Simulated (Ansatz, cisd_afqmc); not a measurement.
Species: CHO, charge 1, singlet. CHO+ (parent SMILES O=[CH], singlet).
B3LYP-D3(BJ)/def2-TZVP minimum from Ansatz (a quantum-chemistry and plane-wave program):
```
C
O 1 1.1014
H 1 1.0964 2 180.00
```
Charge +1, spin multiplicity 1.

Total energies in cc-pVDZ, 10 correlated electrons, 2 frozen orbitals. Radicals and triplets start from unrestricted determinants; spin-orbit coupling is neglected. Cores are frozen in correlated methods. No relativity. The Monte Carlo rows (phaseless AFQMC, CISD trial, step 0.005/hartree) carry one-sigma bars that omit the constraint's bias. Outlying blocks are dropped, and bars are widened where a walk drifts. Over all cases where full CI ran beside it in this data, AFQMC minus full CI had a median of +0.1 mEh and passed +0.4 mEh in a tenth of the cases.

| method | program | energy (Eh) | minus CCSDTQ (mEh) |
|---|---|---|---|
| HF | Ansatz | -112.97880 | 315.80 |
| MP2 | Ansatz | -113.27690 | 17.70 |
| CCSD | Ansatz | -113.28210 | 12.49 |
| CCSD(T) | Ansatz | -113.29313 | 1.47 |
| CCSDT(Q) | Ansatz | -113.29482 | -0.23 |
| CCSDTQ | Ansatz | -113.29460 | 0.00 |
| AFQMC/CISD | cisd_afqmc | -113.2940 ± 0.0004 | 0.6 ± 0.4 |

Rough core times of Ansatz's runs on a shared machine: CCSD(T) under 20 s, CCSDT(Q) under 20 s, CCSDTQ 2 min.
